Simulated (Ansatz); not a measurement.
Reactions of C3H6O3 (`O=CCOCO`).

Program: Ansatz. Geometries: PBE0-D4/def2-TZVP. ΔE: electronic, gas phase. CBS: MP2 limit from def2 TZ/QZ plus the TZ coupled-cluster correction, frozen cores. This one scheme is used for every species, atoms too. DFT in def2-TZVPP. Open shells (•) are unrestricted, without spin–orbit coupling. Spin–orbit coupling would lower the free atoms: a little for C, O. Each species was taken in one conformer, which may not be the lowest.

```
                         reaction  CCSD(T)/CBS(def2) (kJ/mol)
  `O=CCOCO` + H₂ → `C=O` + `COCO`                         -26
`O=CCOCO` + H₂O → `OCOCO` + `C=O`                          52
   `O=CCOCO` → 3 C• + 6 H• + 3 O•                        4868
`O=CCOCO` + H–F → `O=CF` + `COCO`                         -10
          `O=CCOCO` → `COC(O)C=O`                           ?
```

Problem. Fill in the missing values. (Estimate.)

Solution. Ansatz gave: `O=CCOCO` → `COC(O)C=O`: -7.4 kJ/mol.

Largest T1 diagnostic: 0.016, for `O=CF`.
